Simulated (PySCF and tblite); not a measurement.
The numbers below are computed, except where a source is named.
Stationary points of C$_{5}$H$_{8}$O at PBE0-D3(BJ)/def2-SVP, in Å:

Structure A

```
 1 O    -0.247    2.388    0.871
 2 C    -0.139    1.234    0.553
 3 C    -1.280    0.294    0.201
 4 C    -0.663   -0.840   -0.622
 5 C     0.881   -0.740   -0.459
 6 C     1.161    0.453    0.458
 7 H    -1.692   -0.067    1.160
 8 H    -2.088    0.847   -0.296
 9 H    -1.038   -1.824   -0.305
10 H    -0.939   -0.735   -1.682
11 H     1.355   -0.586   -1.440
12 H     1.304   -1.671   -0.058
13 H     1.978    1.112    0.133
14 H     1.407    0.135    1.487
```

Structure B

```
 1 O    -0.263    2.142    1.367
 2 C    -0.139    1.134    0.724
 3 C    -1.258    0.385    0.010
 4 C    -0.644   -0.953   -0.389
 5 C     0.837   -0.623   -0.621
 6 C     1.164    0.384    0.478
 7 H    -2.160    0.336    0.637
 8 H    -1.522    0.985   -0.880
 9 H    -0.738   -1.671    0.444
10 H    -1.123   -1.412   -1.266
11 H     0.961   -0.150   -1.610
12 H     1.482   -1.514   -0.607
13 H     1.986    1.082    0.266
14 H     1.417   -0.127    1.425
```

Level: B3LYP/pcSseg-1 + D3(BJ) on PBE0-D3(BJ)/def2-SVP stationary points, with GFN2-xTB thermal terms.

Q: Which structure is a saddle point, and along which motion?

A: A: one imaginary mode (150i cm⁻¹ at GFN2-xTB, mostly on C4, C5, H10), along the inversion of the 5-membered ring (2–3–4–5–6).

Q: Give their symmetry and energies above the lowest.

A: A Cs, 2.9 kcal/mol; B C2, 0.0 kcal/mol.
